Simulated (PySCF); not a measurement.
# Checking a proposed structure

A compound C$_{6}$H$_{12}$ gives the data below (simulated from a calculation) and was assigned the structure `CC(C)=C(C)C`.

¹³C{¹H} NMR (computed): δ 30.9 (CH2, 6C).

¹H NMR (500 MHz, computed): δ 1.47 (s, 12H).

[PySCF 2.14.0 with density-fitted response routines: GFN2-xTB structure; NMR shieldings at PBE0/pcSseg-1/GIAO; no solvent; one conformer; rapidly exchanging positions averaged; no relativistic terms]

Shifts are taken against calculated references (same method and geometry level): ¹H (σ = 31.72 ppm) and ¹³C (σ = 186.93 ppm) against TMS.

Q: Compare with the shifts computed for the proposed structure, pairing carbons in order of shift.

A: Atoms are numbered as in `[CH3:1][C:2]([CH3:3])=[C:4]([CH3:5])[CH3:6]`; H(Xn) means a hydrogen on atom n.

```json
{"atom": "C2", "computed for proposal": "131.6", "given list": "30.9", "difference": "+100.7"}
{"atom": "C4", "computed for proposal": "131.6", "given list": "30.9", "difference": "+100.7"}
{"atom": "C1", "computed for proposal": "23.0", "given list": "30.9", "difference": "-7.9"}
{"atom": "C3", "computed for proposal": "23.0", "given list": "30.9", "difference": "-7.9"}
{"atom": "C5", "computed for proposal": "23.0", "given list": "30.9", "difference": "-7.9"}
{"atom": "C6", "computed for proposal": "23.0", "given list": "30.9", "difference": "-7.9"}
```

The rms difference is 58.5 ppm and the largest +100.7 ppm at C2 (fully substituted alkene carbon). The proposal also would give 2 carbon signals, not 1. The carbon types in order of shift don't match either: C, C, CH3, CH3, CH3, CH3 for the proposal against CH2, CH2, CH2, CH2, CH2, CH2 in the data. The proposal doesn't fit.

Q: Which isomer fits?

A: cyclohexane (C1CCCCC1).

Carbon types of the structure: 6 × CH2, which accounts for all hydrogens. δC 30.9: sp3 CH2 in a ring; aliphatic region, no heteroatom directly attached. δH 1.47: hydrogen on an sp3 CH2 in a ring; far from electronegative atoms and π systems.

Other isomers checked: CCC=C(C)C (rms 61.3 ppm); C=C(CC)CC (rms 64.8 ppm).

The shifts were computed for this structure.

Shifts are as computed. Against solution values, carbons near 30 ppm lie about +3 ppm off and those near 130 ppm about +5 ppm. Of 1211 compounds with measured shifts, 218 miss one by over three times the rms of a fit or turn the order of signals round; such compounds aren't used in these exercises.
